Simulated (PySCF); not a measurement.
Structure problem from calculated spectra and properties.

Formula: C2H5NO.

* Rotational structure: rotational constants A, B, C: 18.833, 6.071, 4.725 GHz [GFN2-xTB]
* Dipole: 0.70 D [PBE0/pcSseg-1]
* 1H NMR: chemical shifts (computed TMS as zero) by class: 7.06 (1 H), 6.74 (1 H), 1.95 (3 H) ppm [GIAO PBE0/pcSseg-1]
* 13C NMR: chemical shifts (computed TMS as zero) by class: 148.2 (1 C), 12.5 (1 C) ppm [GIAO PBE0/pcSseg-1]
* NMR, other nuclei: isotropic shieldings of nuclei other than C and H, by class: -154 (1 N), 106 (1 O) ppm [GIAO PBE0/pcSseg-1]
* Couplings: largest of the computed one-bond spin–spin couplings (means over like bonds): 13C–1H +186.8, 13C–1H +135.1 (×3), 17O–1H -75.7, 13C–13C +40.4, 17O–15N -22.3, 15N–13C -3.6 Hz [B3LYP/pcJ-1]

Gas-phase values; electronic properties from PySCF, density fitting. Levels stand in brackets. Geometry: GFN2-xTB, one conformer, isolated molecule. Each NMR value is the plain mean over a class of atoms that symmetry, rotation or inversion makes alike.

Question: Give a SMILES that accounts for the data.

Answer: Numbering: `[CH3:1]/[CH:2]=[N:3]\[OH:4]`. Its formula, C2H5NO, gives 1 degree of unsaturation: 0 rings and 1 π bond in the structure found. 2 carbons fall into 2 classes; from least to most shielded: C=N carbon [C2] (148.2 ppm), methyl carbon [C1] (12.5 ppm). Hydrogen classes from least to most shielded: 1 H on a hydroxyl oxygen, O4 (7.06 ppm), 1 H on a C=N carbon, C2 (6.74 ppm), 3 H on a methyl carbon, C1 (1.95 ppm, a mean of values up to 1.7 ppm apart in this geometry). The other shieldings belong to: -154 ppm, oxime nitrogen [N3]; 106 ppm, hydroxyl oxygen [O4]. The couplings run between: +186.8 Hz, C=N carbon [C2] and its hydrogen; +135.1 Hz, methyl carbon [C1] and its hydrogen (with 2 like pairs); -75.7 Hz, hydroxyl oxygen [O4] and its hydrogen; +40.4 Hz, methyl carbon [C1] and C=N carbon [C2]; -22.3 Hz, hydroxyl oxygen [O4] and oxime nitrogen [N3]; -3.6 Hz, oxime nitrogen [N3] and C=N carbon [C2]. The optimised geometry has point group Cs and is an asymmetric top. Structure: (Z)-acetaldoxime, `C/C=N\O`. Computed isomers that give other values at the same levels: `CNC=O` (13C chemical shifts (computed TMS as zero) by class: 160.1 (1 C), 24.2 (1 C) ppm); `CC(N)=O` (13C chemical shifts (computed TMS as zero) by class: 169.1 (1 C), 23.1 (1 C) ppm); `C/C=N/O` (rotational constant A: 47.981 GHz; this holds for the one conformer computed). The assignments are read from this structure; whether some other isomer fits the data as well wasn't checked.

Shape of the structure used: `[CH3:1]/[CH:2]=[N:3]\[OH:4]`: H–O4–N3–C2 180°.
